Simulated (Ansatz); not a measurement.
CCSD(T) forces

Si$_{2}$H$_{3}$F (SMILES F[SiH]=[SiH2]), closed shell, displaced at random from a GFN2-xTB minimum.

```
6
angstrom
F -1.5631 -1.3525 0.6706
Si -0.1153 -1.0660 0.0828
Si 0.1727 1.1344 -0.1857
H -0.0277 -2.1827 -0.8412
H 1.5005 1.4512 -0.7304
H 0.0449 1.9316 1.0125
```

Ansatz 0.2.0; basis: def2-TZVPP; cores frozen in the correlated methods.

CCSD(T) forces from the calculation:
```
atom      Fx      Fy  Fz (eV/Å)
  F1  -0.618  -0.189      0.706
 Si2  -0.165   0.611      0.185
 Si3   0.231  -0.452     -0.825
  H4   0.499  -0.222     -0.644
  H5   0.335  -0.027     -0.135
  H6  -0.282   0.280      0.713
```

Root-mean-square difference of the force components from those of CCSD(T): PBE0-D4 0.139; wB97M-V 0.145; r2SCAN-D4 0.115; PBE-D4 0.253; B97M-V 0.138; CAM-B3LYP-D4 0.133 eV/Å.

The T1 diagnostic stays at or below 0.019. The restricted Hartree–Fock reference is unstable towards an unrestricted one here. A large double-excitation amplitude points to some diradical character; no triplet was computed. These are differences at one structure, and CCSD(T) in triple zeta is itself an approximation.

For scale, one of the runs: CCSD(T)/def2-TZVPP forces, 157 basis functions (an equivalent command: `ansatz run in.yaml --threads 4`). Hardware: 4 CPU threads, shared host. Wall time 40 s; peak host memory 1.9 GiB.
